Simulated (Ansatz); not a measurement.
# Where CCSD(T) holds and where it slips

Each species is computed at the geometry given (Å), with frozen cores, in Ansatz 0.2.0: RHF-CCSD(T) for singlets, UHF-CCSD(T) otherwise, and full CI in the same basis. The program picks the determinant by trial CCSD, so it needn't be the lowest Hartree–Fock solution. States: BH4⁺ A2, HfH2 Σg⁺ or Δg, GeH4 A', HNAl A''. Cases whose determinant has another symmetry than full CI's state, or whose (Q) step broke down, weren't drawn. No spin–orbit coupling is included; scalar relativity enters only through core potentials past Kr.

Question: Judging by size, spin and bonding and the diagnostics given, rank them by the size of CCSD(T)'s error in total energy against full CI in the same basis, smallest first (an estimate).
A. BH₄⁺, triplet, aug-cc-pVDZ: B 0.000 0.000 0.000; H 0.472 0.486 1.057; H -0.486 -0.471 1.058; H -0.472 0.471 -1.064; H 0.485 -0.487 -1.051. T1 0.013, (T) -61 meV in a correlation energy of -3.11 eV
B. HNAl, doublet, 6-31G: Al 0.000 -0.068 2.350; N 0.000 -0.323 -0.813; H 0.000 0.391 -1.536. T1 0.108, (T) -54 meV in a correlation energy of -2.88 eV
C. HfH₂, singlet, def2-TZVP: Hf 0.000 0.000 0.000; H 0.000 0.000 -1.912; H 0.000 0.000 1.912. T1 0.011, (T) -93 meV in a correlation energy of -3.05 eV
D. GeH4, singlet, 6-31G: Ge -0.001 -0.001 -0.001; H 0.979 0.982 0.981; H -0.889 -0.885 0.884; H -0.885 0.883 -0.890; H 0.886 -0.889 -0.884. T1 0.009, (T) -29 meV in a correlation energy of -2.42 eV

Answer: D (11.3 meV), A (16.4 meV), C (41.8 meV), B (71.9 meV).

```
      species        basis  correlated electrons  CCSD(T) − full CI (meV)  CCSDT(Q) − full CI (meV)  unpaired electrons (full CI)     T1  ⟨S²⟩ of the determinant
GeH4, singlet        6-31G                     8                     11.3                       0.3                          0.03  0.009                     0.00
BH4⁺, triplet  aug-cc-pVDZ                     6                     16.4                      -0.6                          2.02  0.013                     2.01
HfH2, singlet    def2-TZVP                     6                     41.8                       1.0                          0.32  0.011                     0.00
HNAl, doublet        6-31G                     9                     71.9                      -4.0                          1.94  0.108                     1.74
```

Unpaired electrons are Σ n²(2−n)² over natural occupations; an open shell counts its own unpaired electrons too. Frozen cores follow each run's orbitals, which moves totals by a few meV. No single determinant describes HNAl, doublet well, by full CI's occupations.
